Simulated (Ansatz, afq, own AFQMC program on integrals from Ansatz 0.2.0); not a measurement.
AFQMC on a folder of integrals that Ansatz 0.2.0 wrote.

```yaml
crystal:
  periodic: [false, false, false]
  atoms:
    - {symbol: V, position_ang: [0.000000, 0.000000, 0.000000]}
basis:
  gaussian: {orbitals: def2-TZVPP}
magnetization: {spin_polarized: true, initial_magnetization: 3}
correlation: {method: ccsd_t, electrons: outside_noble_gas, hamiltonian_folder: ham}
```

```sh
$ ansatz run in.yaml --threads 2 --pin off --events-out ev --progress --plain --max-ram 34560MiB --backend cuda --devices 0, --max-vram 37GiB
```

afq runs on the folder ham with

```
--method phaseless --trial cisd --walkers 4000 --populations 20 --least-time 60 --time-step 0.005 --steps-per-block 50 --equilibration-blocks 80 --max-blocks 4000 --target-error 0.00014 --factor-cut 1e-05 --start spin_pure --seed 1486 --release-times 0.24,0.51,0.99,1.62,2.4 --release-step 0.03 --release-every 3 --taylor-order 6
```

Times are imaginary, in 1/Eh. The walk had a cap of 346 s. With eight or more populations the least sampling time is a fifth of least-time, and the error comes from their spread.

Log:

```
orbitals 55  electrons 4 1  factors 415 of 443
reference energy -942.87456178 Eh
CCSD correlation -0.07255018 Eh in 12 cycles, weight of the determinant in the CISD state 0.9148
energy of the start -942.947049 Eh
 block  time / (1/Eh)  mean weight  energy / Eh
     1     0.250  1.0000  -942.947153
     2     0.500  0.9998  -942.947485
     3     0.750  1.0000  -942.947812
     4     1.000  1.0000  -942.948065
     5     1.250  1.0002  -942.948337
    10     2.500  1.0001  -942.949014
    25     6.250  1.0001  -942.949751
    40    10.000  1.0002  -942.949812
    55    13.750  0.9996  -942.949738
    70    17.500  1.0001  -942.949379
    73    18.250  1.0000  -942.949307
    85    21.250  0.9994  -942.949594
   100    25.000  1.0000  -942.949435
   115    28.750  0.9998  -942.949319
   124    31.000  0.9996  -942.950196
   130    32.500  1.0005  -942.949357
error from the spread of 20 populations
released: time / (1/Eh)  energy / Eh  error  mean overlap
  0.24  -942.949859  0.000067  0.9980
  0.51  -942.950067  0.000095  0.9987
  0.99  -942.950063  0.000081  0.9969
  1.62  -942.950237  0.000082  0.9954
  2.40  -942.950201  0.000076  0.9907
energy -942.949615 +/- 0.000055 Eh
(rows thinned)
```

The run passed its tests (sampling time, drift between the halves within three errors, error under three times the target), which doesn't prove that it has relaxed.

Against this walk (error 1.5 meV) on the same determinant: CCSD(T) 1.6 meV higher (within the noise), CCSDT(Q) 21.3 meV lower, CCSDTQ 21.9 meV lower, full CI for this spin (own frozen core, lowest symmetry allowed) 101.6 meV higher. The error is statistical and leaves out the bias of the constraint. None of these is a sure reference here. Released to 2.40 1/Eh the energy lies 16 ± 3 meV (both errors) below the phaseless value, which shows part or all of the bias of the constraint, and CCSDTQ lies 5.9 meV below the released value.

Cautions: constraint bias not in the error; no relativity below Rb; outer-core shells of the metal frozen; released walk and highest rung disagree (by 6 meV at 2.40 1/Eh); CCSDTQ on the ROHF determinant differs (123 meV higher), by its state or its frozen core.

The walk took 2.1 min on 1 × NVIDIA H100 80GB HBM3 with 4 threads of AMD EPYC 7R13 Processor (Zen 3), on a shared host (the card was shared). The log's last line is the phaseless energy.

CCSDT and higher add their correlation energy to the determinant of the CCSD(T) run, since their own runs factorise the integrals more tightly (a shift of under 2 meV).
